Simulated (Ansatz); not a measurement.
**CHAlO+ (quartet): the correlation ladder, def2-TZVPP**

One table from this session's results is given with a row withheld; the runs are named, their logs left out.

Program: Ansatz 0.2.0, Gaussian basis. Level of theory: def2-TZVPP, core rule «outside noble gas», up to 7 orbitals frozen. These are calculated values, not measurements.

Plan: UHF; ROHF; CCSD(T) on UHF.

2 further runs of the same task are left out: 2 set aside as unsound or not needed.

## What is computed

The geometry is a PBE0/def2-TZVP stationary point (not a proven minimum) of the parent state, kept for this charge and spin.

4 atoms, charge 1, spin multiplicity 4.

Atoms are counted from 1 here; the program's logs count them from 0.

Bond lengths: C1–Al2 1.857 Å, C1–H4 1.080 Å, Al2–O3 1.597 Å. Angles: Al2–C1–H4 180.0°, C1–Al2–O3 180.0°.

Set-up of the first run:

Input file in.yaml:

```yaml
crystal:
  periodic: [false, false, false]
  atoms:
    - {symbol: C, position_ang: [0.000000, 0.000000, 1.057693]}
    - {symbol: Al, position_ang: [0.000000, 0.000000, -0.799174]}
    - {symbol: O, position_ang: [0.000000, 0.000000, -2.396024]}
    - {symbol: H, position_ang: [0.000000, 0.000000, 2.137505]}
basis:
  gaussian: {orbitals: def2-TZVPP}
total_charge: 1
magnetization: {spin_polarized: true, initial_magnetization: 3}
hamiltonian: {xc: hf}
output: {orbitals: {seedname: orbitals}}
```

Command:

```
ansatz run in.yaml --threads 1 --pin off --events-out ev --progress --plain --max-ram 3968MiB --backend cpu
```

Steps of the session up to this table: UHF; ROHF; CCSD(T) on UHF.

One of the session's tables, all rows but one given; the rest of the session is left out.

It belongs to the step «Misses and costs». 

```
  method  from UCCSD(T) (meV)
    ROHF             +10380.0
     UHF             +10065.2
    UMP2              +1158.5
   UCCSD                    ?
UCCSD(T)                    0
```

**Question.** Estimate the row for UCCSD.

The run gave: from UCCSD(T) (meV): +309.4. In the column «from UCCSD(T) (meV)» it lies between UCCSD(T) (0) and UMP2 (+1158.5).
